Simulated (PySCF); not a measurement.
Core-level binding energies of sulfonium

Compound: sulfonium, H3S (charge +1).
Atom-mapped SMILES: `[SH3+:1]`

Geometry (PBE0-D3(BJ)/def2-SVP, Å), atoms numbered from 1 in this order:
```xyz
4
H3S angstrom
S     -0.0042    0.0039    0.5277
H     -0.4545    1.0648   -0.2023
H      1.1600   -0.1288   -0.1708
H     -0.6809   -0.9304   -0.2004
```

Level of theory: PySCF 2.14.0, delta-SCF UKS SCAN, pcX-2 on the ionised atom, pcseg-1 elsewhere, spin-free X2C. Vertical ΔSCF values, vacuum level as zero.

Task: Give the core binding energies atom by atom.

Result: 
```csv
atom(s),environment,level,binding energy (eV),count
S1,sulfonium sulfur,S 1s,2488.47,1
```

Task: What is the longest wavelength that can ionise S 1s of S1 vertically?

Result: λ = hc/E = 12398.42 eV Å / 2488.47 eV = 4.982 Å.

Not every level is listed. The species carries charge +1, so core ionisation leaves charge +2. Isolated species at its PBE0-D3(BJ)/def2-SVP geometry, gas phase.
